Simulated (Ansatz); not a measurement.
# HO+ (singlet): from Hartree-Fock to the top rungs at distance O1–H2 = 0.831 Å, aug-cc-pVDZ

One table from this session's results is given with a row withheld; the runs are named, their logs left out.

The runs use Ansatz 0.2.0, Gaussian basis; aug-cc-pVDZ, core rule «outside noble gas», up to 1 orbitals frozen.

To be run: UHF; CCSD(T) on RHF; CCSD(T) on UHF; BCCD(T) on RHF; CISD; CCSDT(Q) on RHF; CCSDT(Q) on UHF; CASSCF and MRCISD+Q, 2 electrons in 2 orbitals; CASSCF and NEVPT2, 2 electrons in 2 orbitals; CASSCF and MRCISD+Q, 6 electrons in 5 orbitals; CASSCF and NEVPT2, 6 electrons in 5 orbitals; Full CI; Full CI in the symmetry of the determinant.

30 further runs of the same task are left out: 2 for a known fault of the program, 18 that didn't finish, 10 set aside as unsound or not needed.

## The system

The geometry derives from a PBE0/def2-TZVP stationary point (not a proven minimum). One bond is set to the value named and the two fragments are kept rigid.

2 atoms, charge 1, spin multiplicity 1.

Atoms are counted from 1 here; the program's logs count them from 0.

Bond lengths: O1–H2 0.831 Å.

Set-up of the first run:

in.yaml reads:

```yaml
crystal:
  periodic: [false, false, false]
  atoms:
    - {symbol: O, position_ang: [0.000000, 0.000000, 0.000000]}
    - {symbol: H, position_ang: [0.000000, 0.000000, 0.831000]}
basis:
  gaussian: {orbitals: aug-cc-pVDZ}
total_charge: 1
magnetization: {spin_polarized: true, initial_magnetization: 0}
hamiltonian: {xc: hf}
output: {orbitals: {seedname: orbitals}}
```

The run is started by

```sh
$ ansatz run in.yaml --threads 1 --pin off --events-out ev --progress --plain --max-ram 2393MiB
```

Among the steps run: UHF; CCSD(T) on RHF; CCSD(T) on UHF; BCCD(T) on RHF; CISD; CCSDT(Q) on RHF; CCSDT(Q) on UHF; CASSCF and MRCISD+Q, 2 electrons in 2 orbitals; CASSCF and NEVPT2, 2 electrons in 2 orbitals; CASSCF and MRCISD+Q, 6 electrons in 5 orbitals; CASSCF and NEVPT2, 6 electrons in 5 orbitals; Full CI; Full CI in the symmetry of the determinant.

One table of the session follows, with a row left open; its other results are not shown here.

It belongs to the step «Misses and costs». 

| method | from FCI (meV) |
| --- | --- |
| RHF | +4825.0 |
| RMP2 | +1447.6 |
| CISD | +700.8 |
| RCCSD | ? |
| RCCSD(T) | +227.0 |
| BCCD(T) | +228.3 |
| RCCSDT | +7.8 |
| RCCSDT(Q) | -3.5 |
| CASSCF pair | +3658.6 |
| NEVPT2 pair | +455.2 |
| MRCISD pair | +107.5 |
| MRCISD+Q pair | -8.5 |
| CASSCF valence | +3224.9 |
| NEVPT2 valence | +558.2 |
| MRCISD valence | +84.8 |
| MRCISD+Q valence | -5.9 |
| FCI | 0 |

Q: Estimate the row for RCCSD from the others.

As computed: from FCI (meV): +479.4. In the column «from FCI (meV)» it lies between NEVPT2 pair (+455.2) and NEVPT2 valence (+558.2).

Left out of the table: UHF, UMP2, UCCSD, UCCSD(T), UCCSDT, UCCSDT(Q) (another determinant or state than the rows shown).

Caveats from the session: The report flags that the cluster equations may have other roots. The program flags RCCSDT(Q) as in doubt, so those rows may rest on another solution; read them beside their warnings. RCCSDT(Q), MRCISD+Q pair, MRCISD+Q valence fall below full CI, which methods that aren't variational can do.
